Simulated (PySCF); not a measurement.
## Gas-phase XPS of ethylenediamine, computed

Compound: ethylenediamine, C₂H₈N₂.
SMILES with atom numbers: `[NH2:1][CH2:2][CH2:3][NH2:4]`

The calculation used delta-SCF UKS SCAN, pcX-2 on the ionised atom, pcseg-1 elsewhere, spin-free X2C (PySCF 2.14.0). Vertical ΔSCF values, vacuum level as zero.

Question: Give the core binding energies atom by atom.

Answer: 
```
atom(s)     bonded to  level  binding energy (eV)  count
  N1/N4     C and 2 H   N 1s               404.89      2
  C2/C3  N, C and 2 H   C 1s               291.22      2
```

Question: Which effective nuclear charge Zeff reproduces each element's mean 1s value in the hydrogen-like formula E = 13.606 eV × Zeff²?

Answer: C (Z = 6): mean 291.2 eV, Zeff = 4.63, Z − Zeff = 1.37; N (Z = 7): mean 404.9 eV, Zeff = 5.46, Z − Zeff = 1.54. Means run over the listed sites, weighted by atom count.

Question: Give the binding energy of C 1s of C2/C3 in hartree and in kJ/mol.

Answer: 291.22 eV = 10.7021 Eh = 28098 kJ/mol.

Atoms equivalent by their bonding share one computed value, that of the first of them. The structure is a single PBE0-D3(BJ)/def2-SVP conformer in the gas phase; no vibrational or solvent corrections.

Hardware: one thread, Arm Neoverse V2, no GPU (shared host). Cost: 14 s of wall time.

Shape of the structure used: `[NH2:1][CH2:2][CH2:3][NH2:4]`: N1–C2–C3–N4 -55°, H–N1–C2–C3 -169°, H–N1–C2–C3 75°, H–N4–C3–C2 -168°, H–N4–C3–C2 76°.
